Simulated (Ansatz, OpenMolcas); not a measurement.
**How methods differ on BF (SMILES [B]F)**

BF: 2 atoms, total charge 0, spin state singlet. SMILES: `[B]F`. Geometry: relaxed at GFN2-xTB.

```csv
atom,x (Å),y (Å),z (Å)
B,0.0000,0.0000,0.0000
F,0.0000,0.0000,1.2444
```

Each level gives the energy change with the B1–F2 bond stretched from 1.244 to 1.895 Å (eV). The values are calculated.

```csv
level,kind,program,value (eV),less FCI/STO-3G,CPU time (all runs)
PBE0/STO-3G (restricted),global hybrid,Ansatz,4.36,+0.25,0.69 s
HSE06/STO-3G (restricted),range-separated hybrid,Ansatz,4.35,+0.24,1 s
wB97M-V/STO-3G (restricted),range-separated hybrid,Ansatz,4.52,+0.41,7.4 s
wB97X/STO-3G (restricted),range-separated hybrid,Ansatz,4.51,+0.40,3 s
B2PLYP/STO-3G (restricted),double hybrid,Ansatz,4.42,+0.31,0.96 s
ACPF/STO-3G (restricted),coupled cluster or CI,OpenMolcas,4.01,-0.10,3.1 s
BCCD(T)/STO-3G (restricted),coupled cluster or CI,Ansatz,4.31,+0.20,0.34 s
CISD/STO-3G (restricted),coupled cluster or CI,OpenMolcas,4.37,+0.26,3.1 s
FCI/STO-3G,exact in the basis,Ansatz,4.11,0.00,0.31 s
```

FCI/STO-3G is exact within its basis and frozen core, so for wave-function methods in that basis the difference is their error; functionals converge differently with the basis, so for them it is only a difference. The first shape isn't each level's own minimum. The values span 4.01 to 4.52 eV. All rows use very small basis sets, so even the best lies far from the true value. CPU times are rough (shared hosts, several kinds of processor): they show what a rung costs within a factor of a few.
